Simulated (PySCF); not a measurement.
# P₂+: a composite coupled-cluster curve

Aim: bond length, wavenumber and bond energy of P₂+ near the limit of CCSD(T), built from two basis sets and any small corrections listed.

Program: PySCF 2.14.0. Level of theory: CCSD(T) on ROHF, no relativity in the base curves; scalar relativity is added as a correction. These are calculated values, not measurements.

### 1 Set-up

| Item | Value |
| --- | --- |
| molecule | P₂+ |
| state | doublet, unpaired electrons π ↑ |
| smaller basis | P cc-pV(T+d)Z |
| larger basis | P cc-pV(Q+d)Z |
| frozen core orbitals | 10 |
| extrapolation | correlation as n⁻³ (n = 3, 4), Hartree–Fock as (n+1)·exp(−9√n) |
| corrections | core–valence correlation, scalar relativity |
| distances (Å) | 1.7384, 1.8174, 1.8964, 1.9754, 2.0545, 2.1532, 2.2520 |
| masses (u) | 30.9738, 30.9738 |
| dissociation limit | P+ + P |

The run is started by

```console
> OMP_NUM_THREADS=4 python comp.py task.json out
```

### 2 The runs

Q: Predict the outcome of this session. Wanted: for each run, Re; ωe; ωexe; αe; De.

The runs gave:

```csv
level,Re (Å),ωe (cm⁻¹),ωexe (cm⁻¹),αe (cm⁻¹),De (eV)
CCSD(T)/cc-pVTZ(-PP),1.9910,678.5,2.58,0.00142,4.647
CCSD(T)/cc-pVQZ(-PP),1.9827,687.6,2.60,0.00142,4.860
HF/CBS,1.9254,815.1,1.99,0.00111,2.478
MP2/CBS,1.9822,672.7,3.40,0.00164,4.967
CCSD/CBS,1.9610,729.7,2.39,0.00131,4.694
CCSD(T)/CBS,1.9776,694.3,2.60,0.00142,5.004
CCSD(T)/CBS+CV,1.9728,697.1,2.60,0.00142,5.030
CCSD(T)/CBS+CV+SR,1.9726,695.8,2.59,0.00143,5.022
```

**Reading.** The last step gives Re = 1.9726 Å, ωe = 695.8 cm⁻¹ and De = 5.022 eV; the smaller basis alone is off from it by +18.4 mÅ and -0.38 eV. Near the minimum the mean field binds by 2.43 eV and correlation adds 2.57 eV of binding. T1 is 0.020. Spin–orbit coupling and excitations beyond (T) are left out.
